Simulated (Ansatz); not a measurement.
propyne (SMILES C#CC) moved off its minimum; all values from Ansatz (a first-principles code), cores frozen in correlated methods.
(charge 0, multiplicity 1)
```xyz
7

C     -1.1682    -0.0322    -0.1740
C      0.2206     0.0625    -0.0777
C      1.4266     0.2218     0.0613
H     -1.4112    -0.9805    -0.6726
H     -1.6746     0.7257    -0.6997
H     -1.7678    -0.2230     0.8118
H      2.3806     0.1100     0.2194
```

```tsv
level	largest force (eV/Å)	on atom	rms difference from CCSD(T)/cc-pVTZ (eV/Å)	dipole (D)
HF/def2-TZVPP	8.88	C3	1.023	1.00
PBE/def2-TZVPP	5.97	C3	0.301	1.11
r2SCAN/def2-TZVPP	6.57	C3	0.264	1.12
B3LYP/def2-TZVPP	6.80	C3	0.297	1.06
wB97M-V/def2-TZVPP	7.15	C3	0.396	1.04
MP2/cc-pVTZ	5.43	C3	0.156	0.91
CCSD(T)/cc-pVTZ	5.77	C3	0.000	0.91
```

The differences count from one level among others, with limits of its own. Forces at CCSD(T)/cc-pVTZ (eV/Å):

```
atom      Fx      Fy      Fz
----  ------  ------  ------
C1    -3.479  -2.664   1.636
C2     3.439   0.931   0.804
C3    -5.710  -0.136  -0.808
H4     0.016   0.135  -0.371
H5    -0.376   1.195  -0.671
H6     1.459   0.785  -1.227
H7     4.651  -0.246   0.637
```
